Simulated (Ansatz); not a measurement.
# BSiCl (triplet): from Hartree-Fock to the top rungs at a displaced geometry (v2), cc-pVDZ

Aim: climb from Hartree-Fock through coupled cluster for BSiCl (triplet) at one geometry and basis, and see what each rung misses.

Computed with Ansatz 0.2.0, Gaussian basis. Level: cc-pVDZ, core rule «outside noble gas», up to 11 orbitals frozen.

To be run: UHF; CCSD(T) on ROHF; CCSD(T) on UHF; BCCD(T) on ROHF; CISD as a restricted active space (open shells left free, so some higher excitations enter); CCSDT(Q) on ROHF; CCSDT(Q) on UHF.

25 further runs of the same task are left out: 10 that didn't finish, 15 set aside as unsound or not needed. Runs told in other sessions of the task aren't counted.

## Step 1: What is computed

The geometry is a PBE0/def2-TZVP stationary point (not a proven minimum) with its atoms shifted at random (size 0.100 Å).

3 atoms, charge 0, spin multiplicity 3.

Atoms are counted from 1 here; the program's logs count them from 0.

Bond lengths: B1–Si2 1.877 Å, B1–Cl3 1.696 Å. Angles: Si2–B1–Cl3 172.0°.

## Step 2: UHF

File in.yaml:

```yaml
crystal:
  periodic: [false, false, false]
  atoms:
    - {symbol: B, position_ang: [0.084376, 0.005225, 0.058694]}
    - {symbol: Si, position_ang: [-0.080498, 0.013599, -1.810651]}
    - {symbol: Cl, position_ang: [-0.003878, -0.018825, 1.751957]}
basis:
  gaussian: {orbitals: cc-pVDZ}
magnetization: {spin_polarized: true, initial_magnetization: 2}
hamiltonian: {xc: hf}
output: {orbitals: {seedname: orbitals}}
```

Launch:

```
$ ansatz run in.yaml --threads 1 --pin off --events-out ev --progress --plain --max-ram 2393MiB
```

The runs that follow: CCSD(T) on ROHF; CCSD(T) on UHF; BCCD(T) on ROHF; CISD as a restricted active space (open shells left free, so some higher excitations enter); CCSDT(Q) on ROHF; CCSDT(Q) on UHF.

Q: Predict the results of all the runs planned. Wanted: UCCSDT(Q) from the RHF energy; RMP2 from UCCSDT(Q); UMP2 from UCCSDT(Q); RCCSD from UCCSDT(Q); RCCSD(T) from UCCSDT(Q); UCCSD(T) from UCCSDT(Q); RCCSDT(Q) from UCCSDT(Q); T1 diagnostic.

As calculated:

| quantity | value |
| --- | --- |
| UCCSDT(Q) from the ROHF energy | -8.5237 eV |
| RMP2 from UCCSDT(Q) | +1277.6 meV |
| UMP2 from UCCSDT(Q) | +1301.6 meV |
| RCCSD from UCCSDT(Q) | +362.3 meV |
| RCCSD(T) from UCCSDT(Q) | +64.4 meV |
| UCCSD(T) from UCCSDT(Q) | +65.1 meV |
| RCCSDT(Q) from UCCSDT(Q) | +2.4 meV |
| levels within 1 kcal/mol (43 meV) | RCCSDT, UCCSDT, RCCSDT(Q) |
| T1 diagnostic | 0.020 |

RCCSD(T) lands +64.4 meV from the yardstick (0.8 % of the correlation energy). These misses are within one basis, not against nature; the frozen cores of restricted and unrestricted runs differ, which can shift their rows.

With open shells the CI space here admits some higher excitations, so it is larger than plain CISD.
